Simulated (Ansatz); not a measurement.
A made-up structure of CHS$_{2}$, doublet:

```xyz
4
angstrom
C 0.4680 -0.0569 -0.1821
S -0.3678 0.9816 0.9138
S -1.1467 0.0171 -0.7865
H -0.3686 1.7020 2.0673
```

It is relaxed with PBE-D4/def2-SVP and then PBE0-D4/def2-TZVP (Ansatz 0.2.0). Atoms count as bonded within 1.22 times the sum of their covalent radii (H–H: 0.88 Å). The end point is not checked to be a true minimum.

**Question.** Does its bonding change? (A judgement: the text doesn't fix the answer.)

**Answer.** The calculation gives: Yes. Formed: none; broken: S2–S3.

Where it ends: The first stage lowers the energy by 4.28 eV in 10 steps. It ends as CHS₂ ([S][C][SH]):
```
atom    x (Å)    y (Å)    z (Å)
  C1  -0.2121   0.2542   0.0968
  S2  -0.7830   1.4307   1.1343
  S3  -0.6643  -0.4574  -1.2273
  H4   0.2443   1.4164   2.0086
```

Labels in which every atom is bracketed show which atoms are joined, not bond orders.

For scale, one of the runs: PBE0-D4/def2-TZVP relaxation, 111 basis functions, launched by `ansatz run in.yaml --threads 2 --pin off --events-out ev --progress --plain --max-ram 4352MiB`. Hardware: 2 CPU threads of an Arm Neoverse V1, shared host. Wall time about 17 s.
